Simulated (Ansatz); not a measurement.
C4H4ClF, SMILES FC1=CCC1Cl, a single point from an input written key by key

Computed with Ansatz 0.2.0, Python API.

Contents of `c4h4clf.yaml`:
```yaml
crystal:
  periodic: [false, false, false]
  atoms:
    - { symbol: F, position_ang: [2.3674, 0.5, -0.5982] }
    - { symbol: C, position_ang: [1.0825, 0.1478, -0.2469] }
    - { symbol: C, position_ang: [0.5945, -0.9133, 0.4221] }
    - { symbol: C, position_ang: [-0.7399, -0.4579, 0.3595] }
    - { symbol: C, position_ang: [-0.3053, 0.692, -0.5317] }
    - { symbol: Cl, position_ang: [-0.698, 2.3958, 0.0122] }
    - { symbol: H, position_ang: [1.1431, -1.7573, 0.9151] }
    - { symbol: H, position_ang: [-1.2273, -0.1596, 1.3115] }
    - { symbol: H, position_ang: [-1.5027, -1.1297, -0.1054] }
    - { symbol: H, position_ang: [-0.6313, 0.6309, -1.5353] }
basis:
  gaussian: { orbitals: cc-pVDZ }
hamiltonian:
  xc: pbe0
output:
  forces: true
```

`run_deck.py`
```python
"""Run C4H4ClF from an input written out key by key."""

import ansatz
import numpy as np

session = ansatz.Session.from_deck("c4h4clf.yaml")
summary = session.plan(threads=1).execute().report

print(f"E = {summary['free_energy_ev']:.6f} eV = {summary['free_energy_ev'] / 27.211386246:.7f} Ha")
print("converged:", summary["converged"], " doubts:", summary["published_state_doubts"] or "none")
symbols = ["F", "C", "C", "C", "C", "Cl", "H", "H", "H", "H"]
field = summary["mean_field"]
print("<S^2> =", round(abs(field["state"]["spin_squared"]), 4), " all-electron relativity setting:", field["relativity"])
print("passes:", field["passes"])
if "symmetry" in field:
    print("occupied orbitals by irrep:", field["symmetry"]["occupied"])

forces = np.array(summary["forces_ev_ang"])
print("largest force", round(float(np.linalg.norm(forces, axis=1).max()), 4), "eV/A, rms", round(float(np.sqrt((forces ** 2).mean())), 4))
charges = summary["charge_distribution"]
dipole = np.array(charges["dipole_moment_e_ang"]) * 4.803205
print("dipole (D): {:.3f} {:.3f} {:.3f}, length {:.3f}".format(*dipole, np.linalg.norm(dipole)))
print("atom  Mulliken   Lowdin")
for symbol, m, l in zip(symbols, charges["mulliken_charges_e"], charges["lowdin_charges_e"]):
    print(f"{symbol:4s} {m:9.3f} {l:8.3f}")
```

Running `python run_deck.py` prints:
```text
E = -19439.579047 eV = -714.3913533 Ha
converged: True  doubts: none
<S^2> = 0.0  all-electron relativity setting: none
passes: {'evaluations': 16, 'products': 13}
occupied orbitals by irrep: [{'A': 27}, {'A': 27}]
largest force 4.7134 eV/A, rms 1.4131
dipole (D): -0.942 -2.376 -0.006, length 2.556
atom  Mulliken   Lowdin
F       -0.167    0.179
C        0.182   -0.207
C       -0.089   -0.041
C        0.086   -0.029
C       -0.142   -0.159
Cl      -0.112    0.158
H        0.034    0.040
H        0.070    0.026
H        0.052    0.029
H        0.088    0.003
```

Notes:
- Total energies depend on the basis set; only differences at equal settings carry meaning.
- The geometry is a force-field or estimated start, not a minimum of this method, and the basis set is short of its limit.
- The Löwdin charges here are taken after orthogonalising the functions within each atom; they differ from plain Löwdin charges, and their signs can be unphysical.
- Hardware and time: 6.5 s on 1 thread of Intel(R) Xeon(R) Platinum 8259CL CPU @ 2.50GHz (Skylake/Cascade Lake), on a shared host, peak memory 0.28 GiB.
